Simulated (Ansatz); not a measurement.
**Worked example: a bond strength in P2H4 (diphosphine)**

P2H4 has 6 atoms, charge 0, and is taken as a singlet. SMILES: `PP`. The shape was relaxed beforehand at r2SCAN/def2-SVP. This is one conformer, not always the lowest.

```xyz
6

P     0.3718   -1.0614   -0.0830
P    -0.3719    1.0616    0.0795
H    -0.5019   -1.5322    0.9487
H    -0.5762   -1.4024   -1.1000
H     0.5066    1.5347   -0.9470
H     0.5716    1.3997    1.1017
```

Wanted: the dissociation energy of the P2–P1 bond into doublet PH2 and doublet PH2 (shapes relaxed at r2SCAN/def2-SVP, no zero-point term). 1 Eh = 2625.50 kJ/mol = 27.2114 eV. Totals in Eh; open shells run unrestricted unless said.

```tsv
level	program	P2H4	doublet PH2	doublet PH2 
HF/def2-TZVPP	Ansatz	-683.815934	-341.882082	-341.882082
B3LYP/def2-TZVPP	Ansatz	-685.164106	-342.537693	-342.537693
wB97M-V/def2-TZVPP	Ansatz	-685.061011	-342.480677	-342.480677
```

Question: Work out the dissociation energy at each level.

Answer: 
1. HF/def2-TZVPP: (-341.882082) + (-341.882082) − (-683.815934) = 0.051770 Eh = 135.9 kJ/mol = 1.41 eV.
2. B3LYP/def2-TZVPP: (-342.537693) + (-342.537693) − (-685.164106) = 0.088720 Eh = 232.9 kJ/mol = 2.41 eV.
3. wB97M-V/def2-TZVPP: (-342.480677) + (-342.480677) − (-685.061011) = 0.099657 Eh = 261.6 kJ/mol = 2.71 eV.

The levels span 136 to 262 kJ/mol; no measured value is set beside them. Hartree–Fock lacks the correlation of the bonding electrons, so it comes out low. A bond enthalpy at 298 K also holds the loss of zero-point energy and thermal terms.
